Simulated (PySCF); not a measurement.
A GIAO shielding run with PySCF 2.14.0 with density-fitted response routines (density fitting, non-relativistic, gas phase) on `BN=O`, BH2NO:

```
$ OMP_NUM_THREADS=1 python probes_run.py task.json out

{"job": {"kind": "nmr", "xc": "BLYP", "basis": "pcSseg-2", "pop": false}, "charge": 0, "multiplicity": 1}
B     -0.545583     0.015288    -0.004174
N      0.786748    -0.037063    -0.012909
O      1.950929    -0.082673    -0.019980
H     -1.042899     1.031223    -0.419377
H     -1.115220    -0.958939     0.418323
```

Hardware: 1 thread of an Arm Neoverse V1, shared host.

**Question.** How large is the calculation?

**Answer.** 22 electrons, 136 basis functions and 364 auxiliary functions.

**Question.** How long does it take, and how much memory does it need?

**Answer.** 6.2 s of wall time, with 15 SCF cycles; peak memory 0.53 GiB. Times on a shared host scatter by some tens of per cent.

**Question.** And these other runs on the same molecule and hardware: GIAO shielding at B3LYP/pcSseg-2; GIAO shielding at B97-D/pcSseg-2; GIAO shielding at BP86/pcSseg-2; GIAO shielding at HF/pcSseg-2; GIAO shielding at KT2/pcSseg-2; GIAO shielding at KT3/pcSseg-2?

**Answer.** B3LYP/pcSseg-2: 136 functions, 4 s; B97-D/pcSseg-2: 136 functions, 6.2 s; BP86/pcSseg-2: 136 functions, 6 s; HF/pcSseg-2: 136 functions, 2 s; KT2/pcSseg-2: 136 functions, 6.6 s; KT3/pcSseg-2: 136 functions, 6.5 s.
